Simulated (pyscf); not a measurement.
Elementary routes open to H₂P–GeH₃ (SMILES [PH2][GeH3]) + H• (SMILES [H]) in the gas phase (doublet surface):
A. •HP–GeH₃ (SMILES [PH][GeH3]) + H₂ (SMILES [H][H]) (H–P broken; H–H formed)
B. PH₂• (SMILES [PH2]) + GeH₄ (SMILES [GeH4]) (Ge–P broken; Ge–H formed)

PySCF, gas phase, ωB97X-D3(BJ)/def2-SVP geometries.

### Question
Rank the routes by free-energy barrier at 1200 K, lowest first, for ωB97M-D3(BJ)/def2-TZVP energies (ideal gas, 1 atm, RRHO with modes under 100 cm⁻¹ raised to 100, one conformer, R ln 2 for chiral ones without a mode under 150 cm⁻¹).

### Answer
A (1.18 eV), B (1.58 eV)

Route A is the fastest of these, ahead of the next by 0.39 eV. The most stable products are those of A (ΔG = -1.11 eV), so kinetics and thermodynamics agree. At 298 K A is still the fastest. Only these routes are compared; each barrier is that of the saddle found, and lower ones may exist. Elements up to Kr have no core potential and no relativistic terms here.
